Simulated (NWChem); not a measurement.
# PBE0/cc-pVDZ (density fitting with ahlrichs coulomb fitting) run of C2H4Si (SMILES C#C[SiH3])

Aim: the vertical ionisation energy of C2H4Si at PBE0/cc-pVDZ (density fitting with ahlrichs coulomb fitting), from 2 runs. 

The calculation is run with NWChem 7.3.0.

4 further runs of the same task are left out: 1 that didn't finish, 3 set aside as unsound or not needed.

## Step 1: The structure to begin with

The species is C2H4Si (7 atoms), meant as a singlet with charge 0. SMILES: `C#C[SiH3]`. The coordinates come from a PBE0-D4/def2-TZVP relaxation.

Bond lengths: C1–C2 1.206 Å, C2–Si3 1.823 Å, C1–H4 1.066 Å, Si3–H5 1.483 Å, Si3–H6 1.483 Å, Si3–H7 1.483 Å. Angles: C1–C2–Si3 180.0°, C2–C1–H4 180.0°, C2–Si3–H5 109.3°, C2–Si3–H6 109.3°, C2–Si3–H7 109.3°, H5–Si3–H6 109.6°, H5–Si3–H7 109.6°, H6–Si3–H7 109.6°.

## Step 2: The energy at PBE0/cc-pVDZ (density fitting with ahlrichs coulomb fitting)

Input file sp.nw:

```
start sp
memory total 2200 mb

geometry units angstrom noautosym nocenter noautoz
  C     -0.580700    -1.871400     0.172200
  C     -0.218500    -0.726500     0.062400
  Si     0.329800     1.004300    -0.103800
  H     -0.901000    -2.883500     0.269300
  H     -0.094500     1.528300    -1.425000
  H     -0.281700     1.818100     0.974900
  H      1.807900     1.062900     0.004400
end

basis spherical bse
  * library cc-pVDZ
end

basis "cd basis" spherical
  * library "ahlrichs coulomb fitting"
end

dft
  xc pbe0
  grid fine
  convergence energy 1e-08
  iterations 100
  mulliken
  noprint "final vectors analysis"
end

task dft energy
```

On the command line:

```
$ nwchem sp.nw > sp.out
```

Log:

```text
[...]
          Wavefunction type:  closed shell.
          No. of atoms     :     7
          No. of electrons :    30
[...]
          Charge           :     0
          Spin multiplicity:     1
[...]
          AO basis - number of functions:    66
[...]
              XC Information
              --------------
                         PBE0 Method XC Functional
                     Hartree-Fock (Exact) Exchange  0.250
          PerdewBurkeErnzerhof Exchange Functional  0.750
            Perdew 1991 LDA Correlation Functional  1.000 local
           PerdewBurkeErnz. Correlation Functional  1.000 non-local
[...]
 d= 0,ls=0.0,diis     1   -367.7764066055 -4.51D+02  7.94D-03  2.24D-01     3.1
[...]
 d= 0,ls=0.0,diis    10   -367.8082998334 -5.32D-10  6.29D-08  1.80D-11    16.9
         Total DFT energy =     -367.808299833422
      One electron energy =     -670.325431941134
           Coulomb energy =      252.425780618891
    Exchange-Corr. energy =      -32.956545262413
 Nuclear repulsion energy =       83.047896751235
[...]
      Total Density - Mulliken Population Analysis
     ---------------------------------------------
    Atom       Charge   Shell Charges
 -----------   ------   -------------------------------------------------------
    1 C    6     6.11   2.01  0.67  0.71  1.99  0.71  0.03
    2 C    6     6.03   2.01  0.68  0.64  2.00  0.66  0.03
    3 Si  14    13.75   2.00  2.03  0.78  0.40  6.01  1.58  0.72  0.24
    4 H    1     0.99   0.73  0.22  0.03
    5 H    1     1.04   0.72  0.31  0.01
    6 H    1     1.04   0.72  0.31  0.01
    7 H    1     1.04   0.72  0.31  0.01
[...]
```

Wall time 18 s (1 thread of Intel Xeon 6975P-C (Granite Rapids), shared host); peak memory 0.12 GiB.

## Step 3: The doublet cation at the same level

Input file mymol.xyz:

```xyz
7

C     -0.580700    -1.871400     0.172200
C     -0.218500    -0.726500     0.062400
Si     0.329800     1.004300    -0.103800
H     -0.901000    -2.883500     0.269300
H     -0.094500     1.528300    -1.425000
H     -0.281700     1.818100     0.974900
H      1.807900     1.062900     0.004400
```

Input file mymol.nw:

```
start mymol
memory total 2200 mb
charge 1
geometry units angstroms noautosym nocenter noautoz
  load format xyz mymol.xyz
end
basis "ao basis" spherical bse
  * library cc-pVDZ
end
basis "cd basis" spherical
  * library "ahlrichs coulomb fitting"
end
dft
  xc pbe0
  mult 2
  grid fine
  convergence energy 1e-08
  iterations 100
  mulliken
  noprint "final vectors analysis"
end
task dft
```

On the command line:

```
$ nwchem mymol.nw > mymol.out
```

Log:

```text
[...]
          Wavefunction type:  spin polarized.
          No. of atoms     :     7
          No. of electrons :    29
[...]
          Charge           :     1
          Spin multiplicity:     2
[...]
          AO basis - number of functions:    66
[...]
              XC Information
              --------------
                         PBE0 Method XC Functional
                     Hartree-Fock (Exact) Exchange  0.250
          PerdewBurkeErnzerhof Exchange Functional  0.750
            Perdew 1991 LDA Correlation Functional  1.000 local
           PerdewBurkeErnz. Correlation Functional  1.000 non-local
[...]
 d= 0,ls=0.0,diis     1   -367.3489840944 -4.50D+02  8.01D-03  1.76D-01     2.8
[...]
 d= 0,ls=0.0,diis    14   -367.4211973646 -3.80D-09  3.19D-07  1.96D-10    27.0
[...]
         Total DFT energy =     -367.421197364571
      One electron energy =     -662.693210859947
           Coulomb energy =      244.870337184383
    Exchange-Corr. energy =      -32.646220440242
 Nuclear repulsion energy =       83.047896751235
[...]
      Total Density - Mulliken Population Analysis
     ---------------------------------------------
    Atom       Charge   Shell Charges
 -----------   ------   -------------------------------------------------------
    1 C    6     5.82   2.01  0.72  0.72  1.91  0.43  0.03
    2 C    6     5.86   2.01  0.73  0.66  1.91  0.50  0.04
    3 Si  14    13.69   2.00  2.03  0.81  0.39  6.01  1.61  0.64  0.21
    4 H    1     0.87   0.70  0.14  0.04
    5 H    1     0.90   0.67  0.21  0.01
    6 H    1     0.93   0.70  0.22  0.01
    7 H    1     0.93   0.69  0.22  0.01
[...]
      <S2> =      0.7555 (Exact =     0.7500)
[...]
```

It took 28 s on 1 thread of Intel Xeon 6975P-C (Granite Rapids), shared host; peak memory 0.12 GiB.

## Step 4: Summary of results

Level: PBE0/cc-pVDZ (density fitting with ahlrichs coulomb fitting).

| quantity | value |
| --- | --- |
| singlet C2H4Si: total energy | -367.80830 Eh |
| singlet C2H4Si: dipole moment | 0.35 D |
| doublet cation: total energy | -367.42120 Eh |
| doublet cation: ⟨S²⟩ | 0.755 |
| vertical ionisation energy (to the doublet cation) | 10.534 eV |

**Reading.** Removing an electron at fixed nuclei costs 10.53 eV (243 kcal/mol). Mulliken charges (doublet cation) run from +0.07 on H6 to +0.31 on Si3.
